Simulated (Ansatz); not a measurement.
Task: a composite energy at a relaxed geometry of BN (charge +1), with Ansatz 0.2.0 through its Python package. Give the script and its output. Use (for the species named): B3LYP, def2-SVP basis, multiplicity 4.

```tsv
atom	x (Å)	y (Å)	z (Å)
B	0.0000	0.0000	0.0000
N	0.0000	0.0000	1.5700
```

Script `bn_composite.py`:
```python
import itertools
import logging
import sys

import ansatz
from ase.data import atomic_numbers, covalent_radii
import numpy as np

logging.basicConfig(stream=sys.stdout, format='[%(levelname)s] %(message)s')
log = logging.getLogger('bn')
log.setLevel(logging.INFO)

geometry_ang = [
    ('B', (0.0, 0.0, 0.0)),
    ('N', (0.0, 0.0, 1.57)),
]
mol = ansatz.Crystal.molecule()
for symbol, xyz in geometry_ang:
    mol = mol.atom(symbol, xyz)

job = (
    mol.calculation()
    .basis(gaussian='def2-SVP')
    .functional('b3lyp')
    .charge(1)
    .spin('collinear', total=3)
)
symbols = [site.symbol for site in mol.cartesian_sites]
start = np.array([site.position_ang for site in mol.cartesian_sites], dtype=float)
r = job.relax(force_tolerance=0.01).run(threads=1).report
end = np.array(r['positions_ang'])
radius = [covalent_radii[atomic_numbers[s]] for s in symbols]
span = lambda where, i, j: np.linalg.norm(where[i] - where[j])
bonded = [(i, j) for i, j in itertools.combinations(range(len(symbols)), 2) if min(span(start, i, j), span(end, i, j)) < 1.2 * (radius[i] + radius[j])]
log.info('pair        before    after (A)')
for i, j in bonded:
    print(f'{symbols[i]}{i}-{symbols[j]}{j}'.ljust(10), f'{span(start, i, j):8.4f} {span(end, i, j):8.4f}')

minimum = ansatz.Crystal.molecule()
for symbol, place in zip(symbols, end):
    minimum = minimum.atom(symbol, place.tolist())
at_minimum = minimum.calculation().charge(1).spin('collinear', total=3)
level = lambda method, basis: at_minimum.basis(gaussian=basis).correlation(method).run(threads=1).report
small, large, cluster = level('mp2', 'cc-pVDZ'), level('mp2', 'cc-pVTZ'), level('ccsd_t', 'cc-pVDZ')
corr = lambda each: (each['free_energy_ev'] - each['reference_energy_ev']) / 27.211386246
mp2_limit = (27 * corr(large) - 8 * corr(small)) / 19
pieces = {'HF / cc-pVTZ': large['reference_energy_ev'] / 27.211386246, 'MP2 correlation, DZ-TZ limit': mp2_limit, 'CCSD(T) - MP2 / cc-pVDZ': corr(cluster) - corr(small)}
for name, value in pieces.items():
    log.info(f'{name:32s} {value:14.6f} Ha')
log.info(f'{"sum":32s} {sum(pieces.values()):14.6f} Ha')
print('T1 diagnostic', round(cluster['correlation']['coupled_cluster']['t1_diagnostic'], 4))
```

`python bn_composite.py` gives:
```text
[INFO] pair        before    after (A)
B0-N1        1.5700   1.4385
[INFO] HF / cc-pVTZ                         -78.667736 Ha
[INFO] MP2 correlation, DZ-TZ limit          -0.170409 Ha
[INFO] CCSD(T) - MP2 / cc-pVDZ               -0.031455 Ha
[INFO] sum                                  -78.869600 Ha
T1 diagnostic 0.036
```

Notes:
- The settings weren't tested for convergence.
- The sum leaves out core correlation, relativity, the Hartree-Fock basis error and zero-point energy; a DZ-TZ extrapolation is rough.
- The run takes the species as open-shell (spin multiplicity 4), which needn't be its ground state.
- b3lyp holds the VWN-RPA fit, as in Gaussian; the form of ORCA and Turbomole is b3lyp5.
- Inner cores stay frozen, so this is valence correlation.
- The spin state was assumed, and another may lie lower.
- Run time: 4.6 s on 1 thread of Arm Neoverse V1 (shared host), peak memory 0.17 GiB.
